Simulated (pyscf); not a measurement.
GeH₃• + water (H₂O) → HO–GeH₃ + H atom (H•) (substitution at O; doublet surface; H–O broken, Ge–O formed). Single points on ωB97X-D3(BJ)/def2-SVP structures (PySCF, gas phase). MP2 and CC: frozen core, UHF for open shells. ΔMP2 is the change of the MP2 total energy from the triple- to the quadruple-zeta basis. Energies in eV from the separated reactants.

```tsv
level	barrier	reaction energy
ωB97X-D3(BJ)/def2-TZVP	1.44	+0.69
PBE/def2-TZVP	1.05	+0.82
r²SCAN/def2-TZVP	1.18	+0.84
ωB97M-D3(BJ)/def2-TZVP	1.47	+0.85
HF/def2-TZVP	2.09	+0.64
MP2/def2-QZVPP	1.51	+0.68
CCSD(T)/def2-TZVPP + ΔMP2(QZVPP)	1.52	+0.85
```

This is the saddle that the search found; another between the same sides may lie lower. The angle at the attacked O is 145°. The CCSD(T) − MP2 part came from Ansatz, without density fitting, on the same reference. The frozen core leaves the outer d or s,p core shells of the metals and heavy elements correlated in the MP2 and CC values, and def2-TZVPP describes them poorly, which can shift differences by a few kcal/mol. Elements up to Kr have no core potential and no relativistic terms here.
